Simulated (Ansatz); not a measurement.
The first iterations of a band of C2H4OS2 (9 atoms, charge 0, multiplicity 1).

All numbers below come from Ansatz 0.2.0, RKS PBE-D4/def2-SVP.

```json
{
 "movable images": "7",
 "climbing image": "yes",
 "spring": "5.0 eV/Å²",
 "optimiser": "quadratic models (default)",
 "start path": "through a guess of the saddle point",
 "force threshold": "0.03 eV/Å",
 "iteration limit": "60",
 "end points": "relaxed"
}
```

Image 0:

```xyz
9
Properties=species:S:1:pos:R:3
C -0.253 0.498 1.432
S 1.001 0.005 0.225
C -0.003 -0.407 -1.192
O 0.751 -0.811 -2.234
S -1.638 -0.327 -1.284
H -0.938 -0.349 1.631
H 0.299 0.781 2.349
H -0.834 1.355 1.042
H 1.702 -0.791 -1.985
```

Image 8:

```xyz
9
Properties=species:S:1:pos:R:3
C -0.307 0.331 1.469
S 0.849 -0.472 0.333
C 0.075 -0.166 -1.246
O 0.787 -0.700 -2.259
S -1.321 0.653 -1.504
H 0.123 0.208 2.482
H -0.404 1.402 1.210
H -1.300 -0.153 1.403
H 1.585 -1.151 -1.905
```

| iteration | highest image above the first end (eV) | largest band force component (eV/Å) |
| --- | --- | --- |
| 1 | 1.325 | 6.446 |
| 2 | 0.187 | 1.249 |
| 3 | 0.186 | 1.757 |
| 4 | 0.050 | 0.632 |
| 5 | 0.024 | 0.328 |

**Question.** Does the band converge within its limit, and where does its top end?

**Answer.** The forces met the threshold. It ended after 17 iterations with the highest image 0.005 eV above the first end. The top lies less than 8 meV above the higher end, about what the thresholds resolve: that end is a shoulder or a very shallow well. A vibrational analysis at the climbing image gives one clearly imaginary mode, 73i cm⁻¹: a first-order saddle point.

The run took 3.3 min on 2 threads of Arm Neoverse V1, on a shared host, peak memory 0.14 GiB.
